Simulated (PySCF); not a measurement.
Species: C₆H₉ (charge +1).
Geometry (PBE0-D3(BJ)/def2-SVP, Å), atoms numbered from 1 in this order:
```
atom  x, y, z in Å
C1     2.967   -1.230   -1.015
C2     1.878   -0.772   -0.704
C3     0.650   -0.230   -0.343
C4     0.612    1.080    0.306
C5    -0.577   -0.993   -0.620
C6    -1.906   -0.394   -0.215
H7     3.929   -1.639   -1.292
H8     0.110    0.960    1.286
H9     1.593    1.551    0.429
H10   -0.080    1.735   -0.257
H11   -0.412   -1.999   -0.175
H12   -0.537   -1.239   -1.704
H13   -1.969   -0.224    0.870
H14   -2.715   -1.085   -0.485
H15   -2.103    0.558   -0.729
```

Computed, not measured: core-valence-separated Tamm–Dancoff BHandHLYP/aug-pcX-1 (pcseg-1 on H) in PySCF, non-relativistic, gas phase, PBE0-D3(BJ)/def2-SVP geometry. Absolute energies from this functional tend to lie a few eV below measured edges; no shift was applied.

List the carbon K-edge absorption lines.

| E (eV) | f | core hole on | main final orbital | polarisation |
| --- | --- | --- | --- | --- |
| 281.17 | 0.0624 | C1 | LUMO (84 %) | across the triple bond |
| 281.31 | 0.0902 | C3 | LUMO (90 %) | – |
| 281.62 | 0.0002 | C2 | LUMO (99 %) | – |
| 281.82 | 0.0027 | C4 | LUMO (98 %) | – |
| 281.95 | 0.0032 | C5 | LUMO (98 %) | – |
| 282.00 | 0.0000 | C6 | LUMO (99 %) | – |
| 283.68 | 0.0647 | C2 | LUMO+1 (82 %) | across the triple bond |
| 284.67 | 0.0584 | C1 | LUMO+1 (81 %) | across the triple bond |
| 285.54 | 0.0680 | C2 | LUMO+4 (39 %) | across the triple bond |
| 286.07 | 0.0048 | C6 | LUMO+2 (41 %) | – |
| 286.57 | 0.0142 | C6 | LUMO+1 (62 %) | – |
| 286.73 | 0.0321 | C6 | spread | – |
| 286.83 | 0.0019 | C4 | LUMO+1 (73 %) | – |
| 286.85 | 0.0153 | C5 | LUMO+2 (46 %) | – |
| 286.88 | 0.0369 | C6 | spread | – |
| 287.07 | 0.0261 | C4 | LUMO+2 (42 %) | – |
| 287.14 | 0.0069 | C5 | LUMO+1 (70 %) | – |
| 287.22 | 0.0401 | C5 | LUMO+4 (62 %) | – |
| 287.40 | 0.0039 | C6 | LUMO+7 (30 %) | – |
| 287.43 | 0.0452 | C4 | LUMO+10 (35 %) | – |
| 287.56 | 0.0364 | C4 | spread | – |
| 287.79 | 0.0031 | C6 | LUMO+4 (57 %) | – |
| 287.87 | 0.0017 | C2 | LUMO+2 (73 %) | along the triple bond |
| 288.12 | 0.0121 | C1 | LUMO+4 (48 %) | across the triple bond |
| 288.18 | 0.0014 | C6 | LUMO+5 (45 %) | – |
| 288.44 | 0.0143 | C5 | LUMO+3 (56 %) | – |

The first line with a tenth or more of the strongest one's intensity is at 281.17 eV (f = 0.062), with the hole on C1 (carbon bonded to C and H), polarised across the triple bond. The strongest listed is at 281.31 eV (f = 0.090; C3).

Roots within 0.03 eV whose holes lie on the same, on equivalent or on shared atoms are summed into one line, and the highest roots are left out, as the search may have cut off their partners. Final orbitals are the ground state's empty Kohn–Sham orbitals. A dash: too weak, shared between unlike atoms, or no plane or axis to refer to.

What are the wavelength and the wavenumber of the 287.07 eV line?

λ = 12398.42 eV Å/287.07 eV = 43.190 Å; 2.3154 × 10⁶ cm⁻¹.

Only the lowest roots of each edge were sought.

One conformer stands for the species.
